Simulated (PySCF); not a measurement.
# Converging HF in the basis (CCSD(T))

PySCF, RHF reference; singlet, unpaired electrons none; De to H + F without counterpoise correction. Frozen cores follow the default of each basis and core potential.

| basis | relativity | functions | Re (Å) | ωe (cm⁻¹) | De (eV) | frozen orbitals |
| --- | --- | --- | --- | --- | --- | --- |
| 3-21G | no relativity | 11 | 0.963 | 3662 | 4.41 | 1 |
| pcseg-1 | no relativity | 19 | 0.925 | 4149 | 5.60 | 1 |
| def2-SVPD | no relativity | 31 | 0.923 | 4116 | 5.90 | 1 |
| def2-TZVP | no relativity | 37 | 0.921 | 4142 | 5.83 | 1 |
| cc-pVTZ | no relativity | 44 | 0.917 | 4177 | 5.94 | 1 |
| def2-TZVPP | no relativity | 45 | 0.917 | 4153 | 5.98 | 1 |
| def2-TZVPPD | no relativity | 57 | 0.919 | 4124 | 6.02 | 1 |

Task: How does each smaller set differ from the one with most functions, def2-TZVPPD?

Result: 3-21G: +4.4 pm, -11.2 % in ωe, -1.61 eV in De; pcseg-1: +0.6 pm, +0.6 % in ωe, -0.42 eV in De; def2-SVPD: +0.4 pm, -0.2 % in ωe, -0.12 eV in De; def2-TZVP: +0.2 pm, +0.4 % in ωe, -0.19 eV in De; cc-pVTZ: -0.2 pm, +1.3 % in ωe, -0.08 eV in De; def2-TZVPP: -0.2 pm, +0.7 % in ωe, -0.04 eV in De. All at CCSD(T); the set with most functions is neither the basis-set limit nor always the best.

Correlated steps freeze 1 core orbital. Correlated levels converge slowly with the basis: in double zeta they bind strong bonds too weakly, by up to about 1 eV, and carry superposition errors of some tenths. Where the molecule has an RHF reference, its open-shell atoms are computed with UHF. 3-21G is very small, so such numbers show the basis as much as the molecule.
